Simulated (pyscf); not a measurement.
Optimised with ωB97X-D3(BJ)/def2-SVP in PySCF.

SMILES: C=CCC=C=O
```xyz
12

C     -2.0618    -0.4612    -0.9222
C     -1.1962     0.2814    -1.6133
C      0.3044     0.1867    -1.4898
C      0.9208     1.4990    -1.0420
C      1.7600     2.2016    -1.7790
O      2.5039     2.8181    -2.4294
H     -1.7202    -1.2151    -0.2034
H     -3.1427    -0.3469    -1.0488
H     -1.5684     1.0360    -2.3184
H      0.7352    -0.1057    -2.4624
H      0.5668    -0.6129    -0.7768
H      0.6544     1.9310    -0.0731
```
Charge 0, spin multiplicity 1.

Problem. What is the homolytic dissociation enthalpy (298 K, ωB97M-D3(BJ)/def2-TZVP) of the C–C bond of H₂C=CH–CH₂–CH=C=O, to •HC=CH₂ + •H₂C–CH=C=O?

Solution. C–C to •HC=CH₂ + •H₂C–CH=C=O: 369.5 kJ/mol. The 7 functionals that were run give +330.9 (r²SCAN) to +371.3 kJ/mol (ωB97X-D3(BJ)). The radicals are drawn with the spin at the cut bond; how far it spreads was not checked. H₂C=CH–CH₂–CH=C=O lies 54.0 kJ/mol over its isomer cyclic C₅H₆O (SMILES OC1=CCC=C1), and others may lie lower still (electronic energy, ωB97M-D3(BJ)). Other isomers of •HC=CH₂, •H₂C–CH=C=O were not searched in full and may lie lower.
